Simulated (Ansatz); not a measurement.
**SiNH₅ (singlet): from Hartree-Fock to the top rungs at twist about Si1–N2 = 44.8°, cc-pVDZ**

Aim: climb from Hartree-Fock through coupled cluster and multireference methods for SiNH₅ (singlet) at one geometry and basis, and see what each rung misses.

Program: Ansatz 0.2.0, Gaussian basis. Level of theory: cc-pVDZ, correlated electrons: outside noble gas. These are calculated values, not measurements.

The runs, in order: UHF; CCSD(T) on RHF; BCCD(T) on RHF; CISD; CCSDT(Q) on RHF; CASSCF and NEVPT2, 2 electrons in 2 orbitals; CASSCF and NEVPT2, 8 electrons in 8 orbitals.

## (1) The geometry

The geometry derives from a PBE0/def2-TZVP stationary point (not a proven minimum). One half is turned about the bond named; the halves are rigid.

7 atoms, charge 0, spin multiplicity 1.

Atoms are counted from 1 here; the program's logs count them from 0.

Bond lengths: Si1–N2 1.720 Å, Si1–H3 1.486 Å, Si1–H4 1.486 Å, Si1–H5 1.494 Å, N2–H6 1.007 Å, N2–H7 1.007 Å. Angles: N2–Si1–H3 107.9°, N2–Si1–H4 107.9°, N2–Si1–H5 116.0°, H3–Si1–H4 110.5°, H3–Si1–H5 107.3°, H4–Si1–H5 107.3°, Si1–N2–H6 119.6°, Si1–N2–H7 119.6°, H6–N2–H7 110.6°.

As a file:

```xyz
7
charge 0, multiplicity 1
Si   -0.0149   -0.0086    0.5725
N     0.0503   -0.0086   -1.1467
H     0.6807   -1.2292    1.0557
H     0.6807    1.2121    1.0557
H    -1.3821   -0.0086    1.1751
H    -0.7154   -0.3962   -1.6740
H     0.4511    0.7793   -1.6297
```

In the tables R marks a restricted determinant and U an unrestricted one; 'frontier' is the active space of 8 electrons in 8 orbitals; 'pair' is the active space of 2 electrons in 2 orbitals; correlation energies count from the lowest restricted Hartree-Fock solution.

## (2) UHF

in.yaml

```yaml
crystal:
  periodic: [false, false, false]
  atoms:
    - {symbol: Si, position_ang: [-0.014872, -0.008559, 0.572474]}
    - {symbol: N, position_ang: [0.050324, -0.008559, -1.146660]}
    - {symbol: H, position_ang: [0.680748, -1.229244, 1.055694]}
    - {symbol: H, position_ang: [0.680746, 1.212126, 1.055694]}
    - {symbol: H, position_ang: [-1.382054, -0.008560, 1.175115]}
    - {symbol: H, position_ang: [-0.715418, -0.396199, -1.673956]}
    - {symbol: H, position_ang: [0.451067, 0.779304, -1.629718]}
basis:
  gaussian: {orbitals: cc-pVDZ}
magnetization: {spin_polarized: true, initial_magnetization: 0}
hamiltonian: {xc: hf}
output: {orbitals: {seedname: orbitals}}
```

Command:

```
ansatz run in.yaml --threads 1 --pin off --events-out ev --progress --plain --max-ram 2393MiB
```

Further steps of the session: CCSD(T) on RHF; BCCD(T) on RHF; CISD; CCSDT(Q) on RHF; CASSCF and NEVPT2, 2 electrons in 2 orbitals; CASSCF and NEVPT2, 8 electrons in 8 orbitals.

Before running them: what should the planned runs give, taken together? Wanted: correlation energy, RCCSDT(Q); RMP2 from RCCSDT(Q); RCCSD from RCCSDT(Q); RCCSD(T) from RCCSDT(Q); NEVPT2 pair from RCCSDT(Q); NEVPT2 frontier from RCCSDT(Q); T1 diagnostic.

As calculated:

```
                         quantity                      value
    correlation energy, RCCSDT(Q)                 -8.8385 eV
              RMP2 from RCCSDT(Q)              +112.7 kJ/mol
             RCCSD from RCCSDT(Q)               +20.9 kJ/mol
          RCCSD(T) from RCCSDT(Q)                +3.2 kJ/mol
       NEVPT2 pair from RCCSDT(Q)              +115.3 kJ/mol
   NEVPT2 frontier from RCCSDT(Q)              +133.1 kJ/mol
levels within 1 kcal/mol (43 meV)  RCCSD(T), BCCD(T), RCCSDT
                    T1 diagnostic                      0.010
```

In words: RCCSD(T) lands +3.2 kJ/mol from the yardstick (0.4 % of the correlation energy). Of the multireference levels listed NEVPT2 pair comes nearest (+115.3 kJ/mol). These misses are within one basis and frozen core, not against nature; frozen cores of the runs differ by up to some meV.
